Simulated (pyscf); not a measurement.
Single points on ωB97X-D3(BJ)/def2-SVP structures (PySCF, gas phase).

SMILES: [F][W]([F])([F])(=[Se])[Cl]
```xyz
6

F      2.0664     0.1305    -0.7747
W      0.2779     0.3080    -0.3144
F      0.0613     0.8822    -2.0717
F     -1.4932    -0.2274    -0.4512
Cl     0.5828    -1.4461     1.1074
Se     0.2162     2.0963     0.9680
```

Problem. How much does it cost (ΔH, 298 K, ωB97M-D3(BJ)/def2-TZVP) to split F–W(F)(F)(Cl)=Se at its Cl–W bond into [F–W(F)(F)=Se]• + Cl•?

Solution. Cl–W to [F–W(F)(F)=Se]• + Cl•: 3.64 eV. The 7 functionals that were run give +3.56 (M06-2X) to +4.06 eV (PBE). The radicals are drawn with the spin at the cut bond; how far it spreads was not checked. Other isomers of [F–W(F)(F)=Se]• were not searched in full and may lie lower. Left out: the spin-orbit lowering of Cl. Open-shell species with a d-block atom are single-reference here; other states, and whether the spin sits on metal or ligand, were not checked. Elements up to Kr have no core potential and no relativistic terms here. Elements past Kr carry the def2 core potentials, without spin-orbit coupling.
